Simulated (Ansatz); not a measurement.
The end point of a relaxation of C. Space group Fd-3m (No. 227), diamond type. All values below come from r2SCAN (plane waves to 500 eV, PAW, scalar-relativistic; Ansatz, a first-principles code).

```cif
data_C2
_chemical_formula_sum 'C2'
_space_group_name_H-M_alt 'P 1'
_space_group_IT_number 1
_cell_length_a 2.51748
_cell_length_b 2.51748
_cell_length_c 2.51748
_cell_angle_alpha 60.000
_cell_angle_beta 60.000
_cell_angle_gamma 60.000
loop_
_space_group_symop_operation_xyz
  'x, y, z'
loop_
_atom_site_label
_atom_site_type_symbol
_atom_site_fract_x
_atom_site_fract_y
_atom_site_fract_z
_atom_site_occupancy
C1 C 0.50000 0.50000 0.50000 1
C2 C 0.75000 0.75000 0.75000 1
```

```json
{
  "volume_per_atom": "5.64 Å³",
  "band_gap": "4.36 eV, indirect (valence top at Γ, conduction bottom at 71 % of the way from Γ to X) (no spin-orbit coupling)",
  "smallest_direct_gap": "5.89 eV at Γ",
  "shortest_distances": "C–C 1.54 Å",
  "k-mesh": "16×16×16"
}
```

No spin polarisation in the result.

Measured for C: a 3.553 Å (static lattice; corrected from measurement; as listed in Daniel Mejia-Rodriguez, S. B. Trickey, Phys. Rev. B (2018)); gap 5.85 eV (static lattice; corrected from measurement; as listed in Wei Chen et al., Physical Review Materials (2018)). Computed minus measured — a: r2SCAN +0.2 %; gap: r2SCAN -1.49 eV. The computed values are for a static lattice, and a measured gap can be an optical one, lowered by exciton binding.

The run could not lose the symmetry of its start.

All atoms sit on sites fixed by symmetry, so only the cell could relax.
